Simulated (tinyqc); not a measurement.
UKS/LDA (VWN5) in the sto-3g basis, for H2O, spin multiplicity 3, step by step. One step of it, computed by the program tinyqc.

Problem. Iteration 2: building the Kohn-Sham matrix. J_ij = sum D_kl (ij|kl) with D = D(alpha) + D(beta); F = H + J + V_xc; E = tr D H + tr D J / 2 + E_xc + E_nn.

D(alpha) after iteration 1, order 1O 1s, 1O 2s, 1O 2px, 1O 2py, 1O 2pz, 2H 1s, 3H 1s:
```
[[1.067427, -0.308671, 0.000000, 0.000000, -0.033699, 0.071074, 0.071074],
 [-0.308671, 1.474868, 0.000000, 0.000000, 0.241767, -0.509903, -0.509903],
 [0.000000, 0.000000, 1.000000, 0.000000, 0.000000, 0.000000, 0.000000],
 [0.000000, 0.000000, 0.000000, 0.349203, 0.000000, 0.286338, -0.286338],
 [-0.033699, 0.241767, 0.000000, 0.000000, 1.140673, -0.296688, -0.296688],
 [0.071074, -0.509903, 0.000000, 0.286338, -0.296688, 0.860523, 0.390944],
 [0.071074, -0.509903, 0.000000, -0.286338, -0.296688, 0.390944, 0.860523]]
```

D(beta) after iteration 1, order 1O 1s, 1O 2s, 1O 2px, 1O 2py, 1O 2pz, 2H 1s, 3H 1s:
```
[[1.056677, -0.243098, 0.000000, 0.000000, 0.049112, -0.001215, -0.001215],
 [-0.243098, 1.074884, 0.000000, 0.000000, -0.263369, -0.068951, -0.068951],
 [0.000000, 0.000000, 0.000000, 0.000000, 0.000000, 0.000000, 0.000000],
 [0.000000, 0.000000, 0.000000, 0.382890, 0.000000, 0.285796, -0.285796],
 [0.049112, -0.263369, 0.000000, 0.000000, 0.502741, 0.260186, 0.260186],
 [-0.001215, -0.068951, 0.000000, 0.285796, 0.260186, 0.352942, -0.073706],
 [-0.001215, -0.068951, 0.000000, -0.285796, 0.260186, -0.073706, 0.352942]]
```

core Hamiltonian H = T + V (hartree), order 1O 1s, 1O 2s, 1O 2px, 1O 2py, 1O 2pz, 2H 1s, 3H 1s:
```
[[-32.589258, -7.581641, 0.000000, 0.000000, -0.016518, -1.280831, -1.280831],
 [-7.581641, -9.212261, 0.000000, 0.000000, -0.201363, -2.986364, -2.986364],
 [0.000000, 0.000000, -7.356589, 0.000000, 0.000000, 0.000000, 0.000000],
 [0.000000, 0.000000, 0.000000, -7.454839, 0.000000, -1.577952, 1.577952],
 [-0.016518, -0.201363, 0.000000, 0.000000, -7.443744, -1.548466, -1.548466],
 [-1.280831, -2.986364, 0.000000, -1.577952, -1.548466, -4.610994, -1.321896],
 [-1.280831, -2.986364, 0.000000, 1.577952, -1.548466, -1.321896, -4.610994]]
```

Two-electron integrals (ij|kl) in chemists' order, unique and non-zero (hartree):
```
(11|11) 4.785065    (21|11) 0.741380    (21|21) 0.136873    (22|11) 1.118947
(22|21) 0.256633    (22|22) 0.817206    (31|31) 0.024477    (32|31) 0.037809
(32|32) 0.180518    (33|11) 1.115814    (33|21) 0.256684    (33|22) 0.817023
(33|33) 0.880159    (41|41) 0.024477    (42|41) 0.037809    (42|42) 0.180518
(43|43) 0.047444    (44|11) 1.115814    (44|21) 0.256684    (44|22) 0.817023
(44|33) 0.785270    (44|44) 0.880159    (51|51) 0.024477    (52|51) 0.037809
(52|52) 0.180518    (53|53) 0.047444    (54|54) 0.047444    (55|11) 1.115814
(55|21) 0.256684    (55|22) 0.817023    (55|33) 0.785270    (55|44) 0.785270
(55|55) 0.880159    (61|11) 0.125768    (61|21) 0.023037    (61|22) 0.042962
(61|33) 0.042878    (61|41) 0.000771    (61|42) 0.001450    (61|44) 0.043015
(61|51) 0.000727    (61|52) 0.001366    (61|54) 0.000129    (61|55) 0.043000
(61|61) 0.003927    (62|11) 0.321048    (62|21) 0.074623    (62|22) 0.264922
(62|33) 0.260303    (62|41) 0.004086    (62|42) 0.031858    (62|44) 0.267508
(62|51) 0.003849    (62|52) 0.030006    (62|54) 0.006786    (62|55) 0.266695
(62|61) 0.012821    (62|62) 0.108369    (63|31) 0.007623    (63|32) 0.045046
(63|43) 0.006534    (63|53) 0.006154    (63|63) 0.015049    (64|11) 0.172984
(64|21) 0.040710    (64|22) 0.154300    (64|33) 0.147378    (64|41) 0.009568
(64|42) 0.062510    (64|44) 0.164431    (64|51) 0.001833    (64|52) 0.016449
(64|54) 0.009908    (64|55) 0.150914    (64|61) 0.007288    (64|62) 0.076694
(64|64) 0.068698    (65|11) 0.162924    (65|21) 0.038343    (65|22) 0.145326
(65|33) 0.138807    (65|41) 0.001833    (65|42) 0.016449    (65|44) 0.142561
(65|51) 0.009349    (65|52) 0.060538    (65|54) 0.010069    (65|55) 0.154445
(65|61) 0.006864    (65|62) 0.072234    (65|64) 0.050528    (65|65) 0.062639
(66|11) 0.475958    (66|21) 0.112416    (66|22) 0.458980    (66|33) 0.440812
(66|41) 0.007636    (66|42) 0.083161    (66|44) 0.469390    (66|51) 0.007192
(66|52) 0.078325    (66|54) 0.026916    (66|55) 0.466163    (66|61) 0.019462
(66|62) 0.241538    (66|64) 0.195059    (66|65) 0.183716    (66|66) 0.774606
(71|11) 0.125768    (71|21) 0.023037    (71|22) 0.042962    (71|33) 0.042878
(71|41) -0.000771   (71|42) -0.001450   (71|44) 0.043015    (71|51) 0.000727
(71|52) 0.001366    (71|54) -0.000129   (71|55) 0.043000    (71|61) 0.003875
(71|62) 0.012471    (71|64) 0.006502    (71|65) 0.006683    (71|66) 0.018779
(71|71) 0.003927    (72|11) 0.321048    (72|21) 0.074623    (72|22) 0.264922
(72|33) 0.260303    (72|41) -0.004086   (72|42) -0.031858   (72|44) 0.267508
(72|51) 0.003849    (72|52) 0.030006    (72|54) -0.006786   (72|55) 0.266695
(72|61) 0.012471    (72|62) 0.088949    (72|64) 0.043369    (72|65) 0.057773
(72|66) 0.163505    (72|71) 0.012821    (72|72) 0.108369    (73|31) 0.007623
(73|32) 0.045046    (73|43) -0.006534   (73|53) 0.006154    (73|63) 0.011987
(73|73) 0.015049    (74|11) -0.172984   (74|21) -0.040710   (74|22) -0.154300
(74|33) -0.147378   (74|41) 0.009568    (74|42) 0.062510    (74|44) -0.164431
(74|51) -0.001833   (74|52) -0.016449   (74|54) 0.009908    (74|55) -0.150914
(74|61) -0.006502   (74|62) -0.043369   (74|64) -0.009574   (74|65) -0.027571
(74|66) -0.071180   (74|71) -0.007288   (74|72) -0.076694   (74|74) 0.068698
(75|11) 0.162924    (75|21) 0.038343    (75|22) 0.145326    (75|33) 0.138807
(75|41) -0.001833   (75|42) -0.016449   (75|44) 0.142561    (75|51) 0.009349
(75|52) 0.060538    (75|54) -0.010069   (75|55) 0.154445    (75|61) 0.006683
(75|62) 0.057773    (75|64) 0.027571    (75|65) 0.048957    (75|66) 0.116320
(75|71) 0.006864    (75|72) 0.072234    (75|74) -0.050528   (75|75) 0.062639
(76|11) 0.129390    (76|21) 0.030399    (76|22) 0.118534    (76|33) 0.115428
(76|44) 0.117378    (76|51) 0.002355    (76|52) 0.022479    (76|55) 0.122663
(76|61) 0.005184    (76|62) 0.049737    (76|64) 0.030421    (76|65) 0.037265
(76|66) 0.119472    (76|71) 0.005184    (76|72) 0.049737    (76|74) -0.030421
(76|75) 0.037265    (76|76) 0.028993    (77|11) 0.475958    (77|21) 0.112416
(77|22) 0.458980    (77|33) 0.440812    (77|41) -0.007636   (77|42) -0.083161
(77|44) 0.469390    (77|51) 0.007192    (77|52) 0.078325    (77|54) -0.026916
(77|55) 0.466163    (77|61) 0.018779    (77|62) 0.163505    (77|64) 0.071180
(77|65) 0.116320    (77|66) 0.329484    (77|71) 0.019462    (77|72) 0.241538
(77|74) -0.195059   (77|75) 0.183716    (77|76) 0.119472    (77|77) 0.774606
```

nuclear repulsion = 8.12652195 hartree

V_xc(alpha) (hartree), order 1O 1s, 1O 2s, 1O 2px, 1O 2py, 1O 2pz, 2H 1s, 3H 1s:
```
[[-2.929456, -0.421795, 0.000000, 0.000000, -0.001886, -0.072023, -0.072023],
 [-0.421795, -0.814480, 0.000000, 0.000000, -0.020349, -0.261950, -0.261950],
 [0.000000, 0.000000, -0.811099, 0.000000, 0.000000, 0.000000, 0.000000],
 [0.000000, 0.000000, 0.000000, -0.787534, 0.000000, -0.152479, 0.152479],
 [-0.001886, -0.020349, 0.000000, 0.000000, -0.830136, -0.154563, -0.154563],
 [-0.072023, -0.261950, 0.000000, -0.152479, -0.154563, -0.520056, -0.116770],
 [-0.072023, -0.261950, 0.000000, 0.152479, -0.154563, -0.116770, -0.520056]]
```

V_xc(beta) (hartree), order 1O 1s, 1O 2s, 1O 2px, 1O 2py, 1O 2pz, 2H 1s, 3H 1s:
```
[[-2.897829, -0.400958, 0.000000, 0.000000, 0.002950, -0.068477, -0.068477],
 [-0.400958, -0.720925, 0.000000, 0.000000, 0.001358, -0.235548, -0.235548],
 [0.000000, 0.000000, -0.670716, 0.000000, 0.000000, 0.000000, 0.000000],
 [0.000000, 0.000000, 0.000000, -0.731603, 0.000000, -0.141435, 0.141435],
 [0.002950, 0.001358, 0.000000, 0.000000, -0.745128, -0.137666, -0.137666],
 [-0.068477, -0.235548, 0.000000, -0.141435, -0.137666, -0.467680, -0.105681],
 [-0.068477, -0.235548, 0.000000, 0.141435, -0.137666, -0.105681, -0.467680]]
```

E_xc = sum of w rho eps_xc = -8.67274551 hartree

Give: Coulomb J; F(alpha); F(beta); total energy of this density.

Solution.

Coulomb J (hartree), order 1O 1s, 1O 2s, 1O 2px, 1O 2py, 1O 2pz, 2H 1s, 3H 1s:
```
[[16.8664, 3.1579, 0.0000, 0.0000, 0.0122, 0.5326, 0.5326],
 [3.1579, 7.8547, 0.0000, 0.0000, 0.1574, 2.5944, 2.5944],
 [0.0000, 0.0000, 7.7850, 0.0000, 0.0000, 0.0000, 0.0000],
 [0.0000, 0.0000, 0.0000, 7.8520, 0.0000, 1.5202, -1.5202],
 [0.0122, 0.1574, 0.0000, 0.0000, 7.9032, 1.4893, 1.4893],
 [0.5326, 2.5944, 0.0000, 1.5202, 1.4893, 4.8393, 1.2044],
 [0.5326, 2.5944, 0.0000, -1.5202, 1.4893, 1.2044, 4.8393]]
```

F(alpha) (hartree), order 1O 1s, 1O 2s, 1O 2px, 1O 2py, 1O 2pz, 2H 1s, 3H 1s:
```
[[-18.6523, -4.8456, 0.0000, 0.0000, -0.0062, -0.8203, -0.8203],
 [-4.8456, -2.1720, 0.0000, 0.0000, -0.0643, -0.6539, -0.6539],
 [0.0000, 0.0000, -0.3827, 0.0000, 0.0000, 0.0000, 0.0000],
 [0.0000, 0.0000, 0.0000, -0.3904, 0.0000, -0.2102, 0.2102],
 [-0.0062, -0.0643, 0.0000, 0.0000, -0.3707, -0.2137, -0.2137],
 [-0.8203, -0.6539, 0.0000, -0.2102, -0.2137, -0.2917, -0.2343],
 [-0.8203, -0.6539, 0.0000, 0.2102, -0.2137, -0.2343, -0.2917]]
```

F(beta) (hartree), order 1O 1s, 1O 2s, 1O 2px, 1O 2py, 1O 2pz, 2H 1s, 3H 1s:
```
[[-18.6207, -4.8247, 0.0000, 0.0000, -0.0014, -0.8167, -0.8167],
 [-4.8247, -2.0785, 0.0000, 0.0000, -0.0426, -0.6275, -0.6275],
 [0.0000, 0.0000, -0.2423, 0.0000, 0.0000, 0.0000, 0.0000],
 [0.0000, 0.0000, 0.0000, -0.3345, 0.0000, -0.1992, 0.1992],
 [-0.0014, -0.0426, 0.0000, 0.0000, -0.2857, -0.1968, -0.1968],
 [-0.8167, -0.6275, 0.0000, -0.1992, -0.1968, -0.2393, -0.2232],
 [-0.8167, -0.6275, 0.0000, 0.1992, -0.1968, -0.2232, -0.2393]]
```

total energy of this density = -74.390305 hartree
